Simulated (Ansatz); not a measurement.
## Bi2S3 (Pnma, No. 62): band gap by level of theory

The reference, 1.3 eV (measured, temperature not stated, not corrected to a static lattice; as tabulated in Wikipedia's data pages), is not set against levels without spin–orbit coupling, which matters for this solid.

| level (code) | value (eV) | cell (Å³/atom) |
|---|---|---|
| LDA (Ansatz) | 1.09 | 23.50 |
| PBE (Ansatz) | 1.38 | 26.62 |
| PBE-D4 (Ansatz) | 1.22 | 24.30 |
| r²SCAN (Ansatz) | 1.72 | 26.06 |
| HSE06 (Ansatz) | 2.18 | 26.06 |

Computed values are for a static lattice. Spin–orbit coupling is included only where a level's name says +SOC; with heavier elements it mostly lowers gaps and can invert bands.  LDA, PBE, PBE-D4, r²SCAN, HSE06: the gap is read on the k mesh or supercell of the run alone and can be too large. LDA, PBE, PBE-D4, r²SCAN: the relaxation could not lower the start's symmetry, so the cell can be a saddle point above a distorted one. Values are at the level's own equilibrium cell; HSE06 at the r²SCAN cell. K meshes differ between the levels. Ansatz's density-functional and Hartree–Fock values are scalar-relativistic unless marked +SOC, with PAW data made under PBE.

Ansatz is an electronic-structure program.
